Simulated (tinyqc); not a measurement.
Worked calculation: ROHF in the sto-3g basis, for LiH+, spin multiplicity 2. Computed by tinyqc, a small Python program that keeps every step (integrals from PySCF). Settings: charge = 1, multiplicity = 2, basis = sto-3g, energy threshold = 1e-08, iteration cap = 66, orthogonalisation = canonical, start = core, DIIS depth = 0, method = ROHF. Command: `OMP_NUM_THREADS=1 python tinyqc.py 28616 28617 out.jsonl` (the two numbers bound the seeds that draw the settings). One thread of a shared host (Intel(R) Xeon(R) Processor @ 2.60GHz), about 0.08 s of CPU time with the checks.

Geometry (angstrom):
```
atom         x         y         z
Li    0.000000  0.000000  0.000000
H     0.000000  0.000000  2.836000
```

Stop when the energy changes by less than 1e-08 hartree and every element of the error matrix X^T (F D S - S D F) X is below 3e-05.

Course of the cycle:
```
iteration  E (hartree)     change  largest element of the error matrix
1          -7.39659352          -                             1.59e-01
2          -7.60225351  -2.06e-01                             3.31e-02
3          -7.61082099  -8.57e-03                             5.34e-03
4          -7.61066242   1.59e-04                             6.40e-03
5          -7.61045810   2.04e-04                             8.40e-03
6          -7.60998609   4.72e-04                             1.12e-02
7          -7.60954859   4.37e-04                             1.38e-02
8          -7.60837835   1.17e-03                             1.79e-02
9          -7.60795596   4.22e-04                             2.01e-02
10         -7.60598931   1.97e-03                             2.45e-02
11         -7.60648460  -4.95e-04                             2.46e-02
12         -7.60429913   2.19e-03                             2.83e-02
13         -7.60583467  -1.54e-03                             2.65e-02
14         -7.60372576   2.11e-03                             2.95e-02
...                ...        ...                                  ...
53         -7.60560452  -2.05e-03                             2.71e-02
54         -7.60355347   2.05e-03                             2.98e-02
55         -7.60560452  -2.05e-03                             2.71e-02
56         -7.60355347   2.05e-03                             2.98e-02
57         -7.60560452  -2.05e-03                             2.71e-02
58         -7.60355347   2.05e-03                             2.98e-02
59         -7.60560452  -2.05e-03                             2.71e-02
60         -7.60355347   2.05e-03                             2.98e-02
61         -7.60560452  -2.05e-03                             2.71e-02
62         -7.60355347   2.05e-03                             2.98e-02
63         -7.60560452  -2.05e-03                             2.71e-02
64         -7.60355347   2.05e-03                             2.98e-02
65         -7.60560452  -2.05e-03                             2.71e-02
66         -7.60355347   2.05e-03                             2.98e-02
```

Can the last value be used, and what does the course show?

Not by the stop rule. Not converged within the cap of 66 iterations: the residual has stopped falling: the iteration swings between two states. Reruns (cap 100 unless said): DIIS 8: converged in 8; atomic densities as start, DIIS 8: converged in 16; the original settings with a cap of 400: not converged. PySCF ROHF in the same basis = -7.61100543 hartree.
